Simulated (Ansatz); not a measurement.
Reaction (isomerisation): `CN(C=N)C=O` → `CN1CN=C1O`

Program: Ansatz. Geometries: PBE0-D4/def2-TZVP. ΔE: electronic, gas phase. CCSD(T)/CBS adds triple-zeta CCSD(T) − MP2 to the extrapolated MP2 energy (def2 sets, frozen cores). Functionals use def2-TZVPP. One conformer a species, not always the lowest.

```
             level  ΔE (kcal/mol)  difference from CCSD(T)/CBS
           ωB97X-V           24.9                         -1.5
           ωB97M-V           25.8                         -0.6
               PBE           27.5                          1.1
            r2SCAN           28.6                          2.2
              PBE0           24.7                         -1.7
    MP2/def2-TZVPP           25.9                         -0.5
SCS-MP2/def2-TZVPP           26.7                          0.3
   CCSD/def2-TZVPP           26.2                         -0.2
    MP2/def2-QZVPP           25.6                         -0.8
      HF/CBS(def2)           28.8                          2.4
       CCSD(T)/CBS           26.4                            0
```

Largest T1 diagnostic among the species: 0.015.

In def2-TZVPP, CCSD(T) changes the Hartree–Fock value by −2.1 kcal/mol (the triples alone add +0.5 kcal/mol) and MP2 by −3.0 kcal/mol. From PBE to PBE0 (25 % exact exchange), in def2-TZVPP and without D4, ΔE moves by −2.7 kcal/mol.
